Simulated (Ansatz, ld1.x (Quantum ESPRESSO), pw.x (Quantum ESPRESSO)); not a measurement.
# Pd (Z = 46): one change to the PAW potential, in the atom and in the diamond crystal

```json
{
  "Element": "Pd (Z = 46)",
  "Generator": "ld1.x (Quantum ESPRESSO) 7.5",
  "Type": "PAW",
  "Functional": "LDA (PW92)",
  "Relativity": "scalar-relativistic",
  "Frozen core": "[Kr]",
  "Valence charge": "10",
  "Reference configuration": "4d9.5 5s0 5p0 (charge +0.5)",
  "Partial waves": "5s (bound, empty): rcut 1.85, rcutus 2.50 bohr; 5s channel at 2.8 Ry: rcut 1.85, rcutus 2.50 bohr; 5p (bound, empty): rcut 3.05, rcutus 3.20 bohr; 5p channel at 0.45 Ry: rcut 3.05, rcutus 3.20 bohr; 4d (bound): rcut 1.65, rcutus 2.05 bohr; 4d channel at 3.55 Ry: rcut 1.65, rcutus 2.05 bohr",
  "Local potential": "all-electron potential smoothed inside 2.60 bohr (lloc = -1)",
  "Core correction": "Bessel-smoothed model core, default radius (core density twice the valence density)",
  "Augmentation charge": "BESSEL, radius 1.80 bohr"
}
```

Change: local potential all-electron potential smoothed inside 1.88 bohr (lloc = -1).

Cutoffs, loose and tight: the cutoffs (Ry, on a coarse ladder) from which the occupation-weighted sum of valence levels, in a spherical-Bessel basis at the reference potential, stays within 10 and 1 mRy of its value at 400 Ry. They do not see the model core or the augmentation charge, which bear on the density cutoff. Test errors are all-electron minus pseudo excitation energies from the reference, over the configurations 4d10 5s0 5p0; 4d9 5s0 5p0; 4d8 5s0 5p0; 4d6 5s0 5p0; 4d8 5s1 5p0; 4d9 5s1 5p0; 4d7 5s0 5p0 (two spin-polarised tests are not counted in the largest error); variants that change the core or the reference have their own tests.

Crystal test: diamond Pd in pw.x 7.5, no spin, 8³ k-points, Fermi–Dirac smearing 0.01 Ry, cutoffs set for each file from its atomic test. The reference is all-electron LAPW (Ansatz 0.2.0) with the same functional, mesh and smearing; V0 and B0 come from Birch–Murnaghan fits to the pressures at five volumes. Errors are pseudo minus all-electron; Δ is the rms difference of the E(V) curves that follow from these fits, minima aligned, over ±6 % about the mean V0. Mesh and smearing are coarse, so the numbers serve the comparison and aren't converged zero-temperature values; the lattice is a test structure that the element need not adopt.

All-electron: a0 = 5.621 Å (V0 = 22.19 Å³/atom), B0 = 96.8 GPa.

Problem. Does the change bring the crystal closer to the all-electron result?

Solution. The mean pressure error goes from +0.56 to -0.98 GPa, so the change moves the solid further from the all-electron pressures.

| quantity | base | changed |
| --- | --- | --- |
| outcome (atom) | generated | generated |
| cutoff, loose (atom) | 25 Ry | 25 Ry |
| cutoff, tight (atom) | 40 Ry | 40 Ry |
| bound ghosts (atom) | none | none |
| largest test error (meV) (atom) | -1274 | -456 over the solved tests; 1 of 9 tests not solved or not reliable |
| cutoffs in pw.x (Ry) | 50/400 | 50/400 |
| a0 (Å) | 5.631 | 5.602 |
| a0 error (%) | +0.19 | -0.34 |
| B0 error (%) | -0.9 | +0.9 |
| Δ (meV/atom) | 2.7 | 4.8 |
| mean pressure error (GPa) | +0.56 | -0.98 |

Base: The largest radius (3.20 bohr) exceeds half the bond length (2.30 bohr), so the spheres overlap, which is one possible source of error among others. Changed file: The largest radius (3.20 bohr) exceeds half the bond length (2.30 bohr), so the spheres overlap, which is one possible source of error among others. Atomic configuration tests: 1 of 9 tests not solved or not reliable. The logarithmic derivative shows an extra or strongly shifted pseudo pole above the reference energy (s near 0.03 Ry). The atomic cutoffs weigh occupied waves only.
